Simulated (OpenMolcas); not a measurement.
**BMK/cc-pVTZ run of C2HF (fluoroacetylene)**

What is the vertical electron affinity of C2HF (fluoroacetylene) at BMK/cc-pVTZ? 

The results are computed with OpenMolcas 26.06.

## 1. The system as given

The species is C2HF (4 atoms), meant as a singlet with charge 0. As SMILES, `C#CF`. The shape is that of a GFN2-xTB optimisation.

Bond lengths: C1–C2 1.193 Å, C2–F3 1.283 Å, C1–H4 1.046 Å. Angles: C1–C2–F3 178.8°, C2–C1–H4 178.2°.

## 2. Energy and gradient at BMK/cc-pVTZ

Input file geom.xyz:

```xyz
4

C     -0.371340     0.450560    -0.298270
C      0.301510    -0.370980     0.244360
F      1.014170    -1.273690     0.813840
H     -0.944340     1.194110    -0.759930
```

Input file job.input:

```
* C2HF Kohn-Sham DFT

&GATEWAY
  BasLib
  $CurrDir
  Coord
  geom.xyz
  Basis
  cc-pVTZ
  Group
  NoSym

&SEWARD
  GridInput
  Grid=SG1Grid
  End of Grid

&SCF
  KSDFT
  2
  1.0 HYB_MGGA_X_BMK
  1.0 GGA_C_BMK
  PrOrbitals
  0

&ALASKA
```

The basis set cc-pVTZ is read from a file made from the Basis Set Exchange's data (not shown).

On the command line:

```
$ export MOLCAS_MEM=1860
$ pymolcas job.input > job.log
```

What it wrote:

```text
--- Start Module: gateway ---
[...]
--- Stop Module: gateway /rc=_RC_ALL_IS_WELL_ ---
[...]
      Basis functions          104
[...]
--- Start Module: scf ---
[...]
       Convergence after  13 Iterations
[...]
::    Total KS-DFT energy                            -176.5146188390
[...]
      Total spin, S                                     0.0000000000
[...]
      Total electronic charge=   22.000000
      Total            charge=   -0.000000
[...]
      Dipole Moment (debye):
      Origin of the operator (angstrom)=    0.3972   -0.5008    0.3192
                   X= -3.8112E-01               Y=  5.1422E-01               Z= -3.0720E-01           Total=  7.0997E-01
      Quadrupole Moment (debye*angstrom):
[...]
--- Stop Module: scf /rc=_RC_ALL_IS_WELL_ ---
[...]
--- Start Module: alaska ---
[...]
 *              Molecular gradients               *
 **************************************************
  Irreducible representation: a
 ------------------------------------------------------------------------------------------
                              X                       Y                       Z
 ------------------------------------------------------------------------------------------
  C1               -1.06805566755481E-02    1.18040984710106E-02   -8.67044499080905E-03
  C2               -5.45466995865163E-03    8.61231043762212E-03   -4.05536117327687E-03
  F3                9.37092347955737E-03   -1.23530017022517E-02    7.33072808044444E-03
  H4                6.76430315465493E-03   -8.06340720647647E-03    5.39507808364892E-03
 ------------------------------------------------------------------------------------------
--- Stop Module: alaska /rc=_RC_ALL_IS_WELL_ ---
[...]
```

Run time: 16 s. Hardware: 1 thread of Arm Neoverse V1, shared host; peak memory 0.59 GiB.

## 3. The doublet anion

geom.xyz is that of step 2.

Input file job.inp:

```
&GATEWAY
BASLIB = $CurrDir
COORD = geom.xyz
BASIS = cc-pVTZ
GROUP = NoSym
&SEWARD
GRIDINPUT
Grid=SG1Grid
End of Grid
&SCF
UHF
CHARGE = -1
SPIN = 2
KSDFT = 2
1.0 HYB_MGGA_X_BMK
1.0 GGA_C_BMK
PRORBITALS = 0
&ALASKA
```

The basis set cc-pVTZ is read from a file made from the Basis Set Exchange's data (not shown).

On the command line:

```
$ export MOLCAS_MEM=1860
$ pymolcas job.inp > job.log
```

What it wrote:

```text
--- Start Module: gateway ---
[...]
--- Stop Module: gateway /rc=_RC_ALL_IS_WELL_ ---
[...]
      Basis functions          104
[...]
--- Start Module: scf ---
[...]
       Convergence after  20 Iterations
[...]
::    Total KS-DFT energy                            -176.3919216291
[...]
      Total spin, S                                     0.5003799998
[...]
      Total electronic charge=   23.000000
      Total            charge=   -1.000000
[...]
      Dipole Moment (debye):
      Origin of the operator (angstrom)=    0.3972   -0.5008    0.3192
                   X=  3.8617E+00               Y= -4.9870E+00               Z=  3.1021E+00           Total=  7.0289E+00
      Center of Charge (angstrom)
[...]
--- Stop Module: scf /rc=_RC_ALL_IS_WELL_ ---
[...]
--- Start Module: alaska ---
[...]
 *              Molecular gradients               *
 **************************************************
  Irreducible representation: a
 ------------------------------------------------------------------------------------------
                              X                       Y                       Z
 ------------------------------------------------------------------------------------------
  C1               -7.26006264813961E-03    5.49906046487791E-03   -5.79230593029756E-03
  C2                1.30575120703833E-02   -1.73803221910340E-02    8.82670674364139E-03
  F3               -2.74922139014846E-02    3.64208599323597E-02   -2.09831203504418E-02
  H4                2.16947644793881E-02   -2.45395982058907E-02    1.79487195371818E-02
 ------------------------------------------------------------------------------------------
--- Stop Module: alaska /rc=_RC_ALL_IS_WELL_ ---
[...]
```

Run time: 24 s. Hardware: 1 thread of Arm Neoverse V1, shared host; peak memory 0.59 GiB.

## 4. Summary of results

At BMK/cc-pVTZ:

| quantity | value |
| --- | --- |
| singlet C2HF: total energy | -176.51462 Eh |
| singlet C2HF: dipole moment | 0.71 D |
| singlet C2HF: HOMO energy | -9.11 eV |
| singlet C2HF: LUMO energy | 2.38 eV |
| singlet C2HF: HOMO–LUMO gap | 11.49 eV |
| singlet C2HF: largest force on an atom | 0.932 eV/Å |
| doublet anion: total energy | -176.39192 Eh |
| doublet anion: HOMO energy (highest over α and β) | 4.64 eV |
| doublet anion: LUMO energy (lowest over α and β) | 7.43 eV |
| doublet anion: ⟨S²⟩ | 0.751 |
| vertical electron affinity (to the doublet anion) | -3.339 eV |

**Reading.** This program's gradients are faulty for this kind of reference, so any forces in the log (doublet anion) can't be trusted; the energy can. The anion lies 3.34 eV (322 kJ/mol) above the neutral: the electron isn't bound at this level, and such a value depends on the basis. Without diffuse functions anions come out too high. The largest force (singlet C2HF) is 0.93 eV/Å: the shape isn't a stationary point for this species at this level. Mulliken charges (singlet C2HF) run from -0.25 on C1 to +0.25 on H4. The HOMO (doublet anion) lies at positive energy, 4.64 eV; only total energies tell whether the electron is bound.
